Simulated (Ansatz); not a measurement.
## A geometry optimisation of BH5PSi+ with PBE0-D3(BJ)/def2-SVP

The starting geometry of this gas-phase singlet was optimised with GFN2-xTB; its bonds are those of `B=[PH+][SiH3]`.

```xyz
8

B    -1.4316    0.1973    0.6208
P    -0.1948   -0.9626    0.4844
Si    1.7983   -1.3916    1.6657
H    -2.2229    1.0149    0.7634
H    -0.5038   -1.8419   -0.5287
H     2.4915   -0.1112    1.5452
H     1.2917   -1.7279    2.9938
H     2.3124   -2.4954    0.8620
```

Task: Where would you expect an optimisation with PBE0-D3(BJ)/def2-SVP to take it?

Result: New bonds form, giving a structure with H7 bridging B1 and Si3, given below by its coordinates. Distances that change by over a tenth: P2–H5 (1.38 → 1.52 Å), Si3–H7 (1.46 → 1.72 Å). Contacts that close: B1–Si3 (3.75 → 2.18 Å), B1–H7 (4.09 → 1.33 Å).

The energy falls by 0.75 eV over 45 steps:

```tsv
step	E − E(last) (eV)
1	0.750
6	0.573
11	0.485
16	0.475
21	0.366
25	0.330
30	0.323
35	0.024
40	0.000
45	0.000
```

Final geometry (Å):

| atom | x (Å) | y (Å) | z (Å) |
| --- | --- | --- | --- |
| B | -0.5058 | -0.4403 | 1.1124 |
| P | 0.2357 | -0.5110 | -0.5867 |
| Si | 1.5640 | -1.1246 | 1.0981 |
| H | -1.5726 | -0.1786 | 1.5905 |
| H | -0.6610 | -1.5885 | -0.0015 |
| H | 2.4796 | -0.0725 | 1.5855 |
| H | 0.2260 | -0.8612 | 2.1449 |
| H | 1.7749 | -2.5416 | 1.4633 |

Frequencies at the end are all real (lowest 269 cm⁻¹). Run with Ansatz 0.2.0, 50 s on 1 thread of Intel(R) Xeon(R) 6975P-C (Granite Rapids) (shared host).
